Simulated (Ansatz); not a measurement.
System: zinc-blende BeTe. Method: B3LYP (VWN-RPA form) (Ansatz, an electronic-structure program, plane waves, PAW).

Numerical settings: plane-wave cutoff 520 eV, 8×8×8 k mesh, scalar-relativistic PAW data made under PBE.

Computed at the level's own relaxed cell.

```
BeTe
1.0
    0.00000     2.85134     2.85134
    2.85134     0.00000     2.85134
    2.85134     2.85134     0.00000
Be Te
1 1
Direct
  0.00000   0.00000   0.00000
  0.75000   0.75000   0.75000
```

Question: Give the elastic tensor (Voigt notation, GPa, ions relaxed, in the Cartesian axes of the cell as printed).

Answer: 
```
   99.3    34.1    34.1     0.0     0.0     0.0
   34.1    99.3    34.1     0.0     0.0     0.0
   34.1    34.1    99.3     0.0     0.0     0.0
    0.0     0.0     0.0    51.4     0.0     0.0
    0.0     0.0     0.0     0.0    51.4     0.0
    0.0     0.0     0.0     0.0     0.0    51.4
```

The computed numbers hold no vibrational or temperature effects.
